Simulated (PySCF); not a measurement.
System (SMILES): O (H2O).
Geometry (B3LYP-D3(BJ)/def2-TZVP, fixed):
```xyz
3

O      0.0070     0.0013     0.1167
H     -0.0500     0.7593    -0.4742
H     -0.0062    -0.7700    -0.4592
```

Basis-set convergence of the mean static polarisability at HF with PySCF. All functions are spherical. Density fitting with generated auxiliary sets. No added dispersion term, no relativity. Reference: the value in d-aug-cc-pVTZ, 8.61 bohr³, itself unsure by roughly 0.3 % (its mean distance from aug-pcseg-3, aug-cc-pVQZ, aug-pcseg-2). Deviations are taken from unrounded values.

```json
[
 {"basis": "cc-pVDZ", "functions": "24"},
 {"basis": "Sadlej pVTZ", "functions": "42"},
 {"basis": "cc-pVTZ", "functions": "58"},
 {"basis": "d-aug-cc-pVDZ", "functions": "58"},
 {"basis": "cc-pVQZ", "functions": "115"},
 {"basis": "d-aug-cc-pVTZ", "functions": "126"},
 {"basis": "cc-pV5Z", "functions": "201"}
]
```

Q: Which is the smallest set listed that can be trusted to 5 % here, that is, within that of the reference together with its larger relatives (same family, alike in diffuse functions; a set with none to test it counts only in the reference's own line)?

A: The smallest set listed that lies within 5 % of the reference with all its larger relatives (same family, alike in diffuse functions; a set with none counts only in the reference's own line) is d-aug-cc-pVDZ (58 functions, -0.3 % off). Inside, with no larger relative to test it: Sadlej pVTZ. Value minus reference over the reference: cc-pVDZ -41.3, Sadlej pVTZ -0.5, cc-pVTZ -22.6, d-aug-cc-pVDZ -0.3, cc-pVQZ -13.9, d-aug-cc-pVTZ 0.0, cc-pV5Z -8.2 %.
